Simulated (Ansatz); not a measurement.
# How far each method lies from UCCSDT(Q) for [H···H···F], doublet

Geometry: a point of a hydrogen-transfer path between rigid fragments, not a stationary point.

| atom | x (Å) | y (Å) | z (Å) |
| --- | --- | --- | --- |
| H | 0.0000 | 0.0000 | -1.0303 |
| H | 0.0000 | 0.0000 | -0.0753 |
| F | 0.0000 | 0.0000 | 1.1057 |

Basis cc-pVTZ; Ansatz 0.2.0. Correlated methods freeze the noble-gas cores, which leaves 9 electrons in 57 orbitals. Prefix R: restricted or restricted open-shell reference; prefix U: unrestricted. Active spaces: valence = (9e, 6o) chosen from the atoms' valence shells; pair = (3e, 3o) about the gap.

Full CI isn't at hand for all of this; UCCSDT(Q) serves as the reference, and is uncertain by about the last step of the cluster series. The frozen core follows each run's orbitals, which can shift R against U totals by a few meV.

For open shells CISD is restricted-active-space CI with the open shells as a complete middle space.

```
UHF ⟨S²⟩                          : 0.808
T1 diagnostic (RCCSD)             : 0.0290
largest doubles amplitude (RCCSD) : 0.067
T1 diagnostic (UCCSD)             : 0.0254
```

| level | E − E(UCCSDT(Q)) (mEh) | share of correlation (%) | wall time |
| --- | --- | --- | --- |
| RHF | 310.40 | 0.00 | – |
| UHF | 294.94 | 4.98 | – |
| RMP2 | 11.82 | 96.19 | – |
| UMP2 | 21.60 | 93.04 | – |
| CISD | 22.20 | 92.85 | 2.8 s |
| RCCSD | 8.92 | 97.13 | – |
| UCCSD | 8.01 | 97.42 | – |
| RCCSD(T) | 0.57 | 99.82 | 1.9 s |
| UCCSD(T) | 0.74 | 99.76 | 1.8 s |
| BCCD(T) | 0.62 | 99.80 | 2.4 s |
| RCCSDT | 0.47 | 99.85 | – |
| UCCSDT | 0.41 | 99.87 | – |
| RCCSDT(Q) | 0.06 | 99.98 | 73 s |
| CASSCF (pair space) | 269.54 | 13.16 | – |
| NEVPT2 (pair space) | 13.41 | 95.68 | 0.84 s |
| CASSCF (valence space) | 267.51 | 13.82 | – |
| NEVPT2 (valence space) | 34.57 | 88.86 | 0.78 s |
| MRCISD (valence space) | 16.31 | 94.75 | – |
| MRCISD+Q (valence space) | 4.43 | 98.57 | 1.4 s |

The correlation energy at UCCSDT(Q), counted from RHF, is -8.446 eV. That run took 63 s on 1 thread of Arm Neoverse V1, shared host.

Times hold each run's SCF and search for its determinant on a shared host, so for small cases they say little of a method's own cost; they ran on 1 thread of Arm Neoverse V1.

Natural occupations of CASSCF (valence space) about the gap: 2.000 2.000 1.999 1.955 1.002 0.044; effectively unpaired electrons, Σ n²(2−n)², 1.02.
